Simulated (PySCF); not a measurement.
The first ionisation energy along the third row

Calculated with PySCF 2.14 from differences of total energies of unrestricted determinants, without spin-orbit coupling. Values in eV. The last column holds reference values (NIST; (s) semi-empirical, (t) theoretical, else measured). Unmarked ones compare directly (S terms, centres of terms, or small fine structure); those marked * lie between the lowest fine-structure levels and include a spin-orbit shift.

```csv
element,configurations,UHF,PBE0,MP2 (valence),CCSD (valence),CCSD(T) (valence),CCSDT (valence),reference
"Mg (aug-cc-pVDZ-DK, spin-free X2C)",[Ne] 3s2 → [Ne] 3s1,6.634,7.588,7.223,7.529,7.529,7.529,7.646
"Al (aug-cc-pVDZ-DK, spin-free X2C)",[Ne] 3s2 3p1 → [Ne] 3s2,5.586,6.089,5.744,5.835,5.856,5.867,5.977
"Si (aug-cc-pVDZ-DK, spin-free X2C)",[Ne] 3s2 3p2 → [Ne] 3s2 3p1,7.640,8.220,7.952,7.981,7.998,8.002,8.157
"P (aug-cc-pVDZ-DK, spin-free X2C)",[Ne] 3s2 3p3 → [Ne] 3s2 3p2,9.930,10.538,10.382,10.314,10.328,10.328,10.526
"S (aug-cc-pVDZ-DK, spin-free X2C)",[Ne] 3s2 3p4 → [Ne] 3s2 3p3,9.207,10.377,9.759,9.792,9.814,9.818,10.336
"Cl (aug-cc-pVDZ-DK, spin-free X2C)",[Ne] 3s2 3p5 → [Ne] 3s2 3p4,11.811,12.977,12.590,12.536,12.557,12.558,12.974
"Ar (aug-cc-pVDZ-DK, spin-free X2C)",[Ar] → [Ne] 3s2 3p5,14.664,15.784,15.639,15.489,15.511,15.509,15.819
```

```csv
method,elements,mean error (eV),mean absolute error (eV),largest error (eV)
UHF,7,-0.852,0.852,-1.163
PBE0,7,0.020,0.047,0.113
MP2 (valence),7,-0.306,0.306,-0.577
CCSD (valence),7,-0.280,0.280,-0.544
CCSD(T) (valence),7,-0.263,0.263,-0.522
CCSDT (valence),7,-0.260,0.260,-0.517
```

Errors include the incompleteness of the basis and the frozen core.

"Valence" correlates the outer s and p shells and, in groups 3 to 12 and the f block, the outer d or f shell, open or full, or the next shell where the ion has no valence electron left; the wider scheme adds the next inner shell.
